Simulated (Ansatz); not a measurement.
Relaxation of BClH$_{3}$N (6 atoms, charge 0, multiplicity 1), to a largest force component of 0.03 eV/Å in at most 50 steps.

These are results of RKS PBE0-D4/def2-TZVP in Ansatz, not measurements.

```xyz
6
Properties=species:S:1:pos:R:3
B -0.758 -0.002 0.369
H 1.463 0.006 1.251
N 1.999 0.002 0.370
H 1.771 -0.828 -0.160
H 1.772 0.826 -0.167
Cl -1.034 -0.005 -1.343
```

Where does it end, and by what steps?

The run converged. After 8 steps the energy has fallen by 0.051 eV; Cl6 moved furthest, 0.31 Å.

```csv
step,energy less start (eV),largest force component (eV/Å),accepted
0,0.0000,0.761,yes
1,-0.0299,0.375,yes
2,-0.0362,0.603,yes
3,-0.0408,0.464,yes
4,-0.0464,0.123,yes
5,-0.0480,0.102,yes
6,-0.0494,0.085,yes
7,-0.0507,0.049,yes
8,-0.0509,0.006,yes
```

```xyz
6
Properties=species:S:1:pos:R:3
B -1.058 0.000 0.329
H 1.429 0.005 1.161
N 2.153 0.002 0.452
H 2.015 -0.818 -0.124
H 2.014 0.818 -0.131
Cl -1.341 -0.006 -1.367
```

Whether the end is a true minimum wasn't checked by a vibrational analysis.

Run time: 8.4 s on 4 threads of Arm Neoverse V1 (shared host), peak memory 0.18 GiB.
